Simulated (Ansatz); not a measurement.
Results of revPBE (Ansatz, a quantum-chemistry and plane-wave program, plane waves, PAW) for cubic perovskite BaTiO3 (cubic high-temperature phase).

Numerical settings: plane-wave cutoff 520 eV, 8×8×8 k mesh, Fermi–Dirac smearing 0.01 eV, no spin polarisation, scalar-relativistic PAW data made under PBE.

Results at a series of volumes:

| V (Å³/atom) | E − E_lowest (meV/atom) |
|---|---|
| 12.445 | 25.40 |
| 12.710 | 10.86 |
| 12.975 | 2.61 |
| 13.240 | 0.00 |
| 13.505 | 2.43 |
| 13.769 | 9.37 |
| 14.034 | 20.34 |

Estimate the bulk modulus and its pressure derivative from these points.

V0 = 13.240 Å³/atom, B0 = 152 GPa, B′ = 4.5 (fit to the energies at full precision).

Measured, for comparison: bulk modulus 162 GPa (temperature not stated, no zero-point or thermal correction, our sources range from 162 to 173; as tabulated in Matsushita et al. (2011), arXiv:1104.2769). Computed (rounded) less measured: bulk modulus -6 % (-6 % to -12 % over the range).

Note: the relaxation could not lower the start's symmetry, so the cell can be a saddle point above a distorted one.

Spin–orbit coupling is not included.
